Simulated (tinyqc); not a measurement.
Worked calculation: Pariser-Parr-Pople SCF with singles CI, for the molecule C=CC(N)=O (SMILES; centres numbered as the heavy atoms are written). One step of it, computed by the program tinyqc.

Question. Iteration 2: Fock matrix. F_rr = H_rr + P_rr gamma_rr / 2 + sum_(s != r) P_ss gamma_rs; F_rs = H_rs - P_rs gamma_rs / 2; E = tr P (H + F) / 2 + core repulsion sum_(r<s) z_r z_s gamma_rs.

P after iteration 1, order 1C, 2C, 3C, 4N, 5O:
```
[[0.946565, 0.931470, 0.040862, -0.186304, -0.296713],
 [0.931470, 1.030837, 0.359673, -0.030308, -0.007323],
 [0.040862, 0.359673, 0.919150, 0.539451, 0.747827],
 [-0.186304, -0.030308, 0.539451, 1.689732, -0.414887],
 [-0.296713, -0.007323, 0.747827, -0.414887, 1.413717]]
```

core matrix H (eV), order 1C, 2C, 3C, 4N, 5O:
```
[[-34.115966, -2.390000, 0.000000, 0.000000, 0.000000],
 [-2.390000, -40.061028, -2.390000, 0.000000, 0.000000],
 [0.000000, -2.390000, -46.119585, -2.370000, -2.410000],
 [0.000000, 0.000000, -2.370000, -50.118424, 0.000000],
 [0.000000, 0.000000, -2.410000, 0.000000, -45.656186]]
```

repulsion gamma_rs (eV), order 1C, 2C, 3C, 4N, 5O:
```
[[9.570000, 7.005169, 5.045634, 3.726596, 4.781970],
 [7.005169, 9.570000, 7.007180, 5.408410, 5.401860],
 [5.045634, 7.007180, 9.570000, 8.085312, 8.066146],
 [3.726596, 5.408410, 8.085312, 16.580000, 5.588105],
 [4.781970, 5.401860, 8.066146, 5.588105, 16.430000]]
```

Centres (angstrom, eV; a flat drawing with bonds scaled to 1.40 angstrom):
```
centre          x          y  core charge z          W   gamma_rr
1C      -1.940000   0.000000              1   9.830000   9.570000
2C      -0.727000   0.700000              1   9.830000   9.570000
3C       0.485000   0.000000              1   9.830000   9.570000
4N       1.697000   0.700000              2  27.310000  16.580000
5O       0.485000  -1.400000              1  16.230000  16.430000
```

Give: F; pi energy.

Answer.

F (eV), order 1C, 2C, 3C, 4N, 5O:
```
[[-4.6705, -5.6526, -0.1031, 0.3471, 0.7094],
 [-5.6526, -5.2815, -3.6501, 0.0820, 0.0198],
 [-0.1031, -3.6501, -4.6569, -4.5508, -5.4260],
 [0.3471, 0.0820, -4.5508, -11.6763, 1.1592],
 [0.7094, 0.0198, -5.4260, 1.1592, -7.0912]]
```

pi energy = -91.6516 eV
